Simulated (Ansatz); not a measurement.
# CHB (singlet): from Hartree-Fock to the top rungs at a displaced geometry (v1), 6-31G

An exercise on one series of results from a longer session: the logs are not shown, and one member is left open.

The runs use Ansatz 0.2.0, Gaussian basis; 6-31G, core rule «outside noble gas», up to 2 orbitals frozen.

Plan: UHF; CCSD(T) on RHF; CCSD(T) on UHF; BCCD(T) on RHF; CISD; CCSDT(Q) on RHF; CCSDT(Q) on UHF; CCSDTQ on RHF; CCSDTQ on UHF; CASSCF and MRCISD+Q, 8 electrons in 9 orbitals; CASSCF and NEVPT2, 8 electrons in 9 orbitals; Full CI.

20 further runs of the same task are left out: 6 that didn't finish, 14 set aside as unsound or not needed.

## The geometry

The geometry is a PBE0/def2-TZVP stationary point (not a proven minimum) with its atoms shifted at random (size 0.040 Å).

3 atoms, charge 0, spin multiplicity 1.

Atoms are counted from 1 here; the program's logs count them from 0.

Bond lengths: B1–C2 1.475 Å, B1–H3 1.125 Å. Angles: C2–B1–H3 177.2°.

The first run:

The input, in.yaml:

```yaml
crystal:
  periodic: [false, false, false]
  atoms:
    - {symbol: B, position_ang: [-0.015433, -0.009008, 0.117313]}
    - {symbol: C, position_ang: [-0.016266, -0.025151, -1.357997]}
    - {symbol: H, position_ang: [0.031698, 0.034159, 1.240683]}
basis:
  gaussian: {orbitals: 6-31G}
magnetization: {spin_polarized: true, initial_magnetization: 0}
hamiltonian: {xc: hf}
output: {orbitals: {seedname: orbitals}}
```

Run with:

```console
$ ansatz run in.yaml --threads 1 --pin off --events-out ev --progress --plain --max-ram 2393MiB
```

Steps of the session up to this table: UHF; CCSD(T) on RHF; CCSD(T) on UHF; BCCD(T) on RHF; CISD; CCSDT(Q) on RHF; CCSDT(Q) on UHF; CCSDTQ on RHF; CCSDTQ on UHF; CASSCF and MRCISD+Q, 8 electrons in 9 orbitals; CASSCF and NEVPT2, 8 electrons in 9 orbitals; Full CI.

One table of the session follows, with a row left open; its other results are not shown here.

```
          method  from FCI (kcal/mol)
             RHF               +91.33
            RMP2               +24.15
            CISD               +10.61
           RCCSD                +5.03
        RCCSD(T)                +2.35
         BCCD(T)                +2.39
          RCCSDT                +1.38
       RCCSDT(Q)                +0.60
         RCCSDTQ                +0.07
  CASSCF valence               +24.16
  NEVPT2 valence                +6.76
  MRCISD valence                    ?
MRCISD+Q valence                +0.07
             FCI                    0
```

Q: Estimate the row for MRCISD valence from the others.

As computed: from FCI (kcal/mol): +0.56. In the column «from FCI (kcal/mol)» it lies between MRCISD+Q valence (+0.07) and RCCSDT(Q) (+0.60).

Among the levels timed on like hardware and quicker than the yardstick, those that no quicker one beats, quickest first: RCCSD(T) (0.63 s, +2.35 kcal/mol); RCCSDT(Q) (1.8 s, +0.60 kcal/mol); MRCISD+Q valence (13 s, +0.07 kcal/mol).

Left out of the table: UHF, UMP2, UCCSD, UCCSD(T), UCCSDT, UCCSDT(Q), UCCSDTQ (another determinant or state than the rows shown).

To keep in mind: The report flags that the cluster equations may have other roots. The yardstick is full CI for this spin, exact in this basis with these frozen cores. The program flags RCCSDTQ as in doubt, so those rows may rest on another solution; read them beside their warnings. Of the multireference levels listed MRCISD+Q valence comes nearest in total energy (+0.07 kcal/mol), which doesn't show that its space is the better one. Warnings in the runs' records: large difference, other roots.
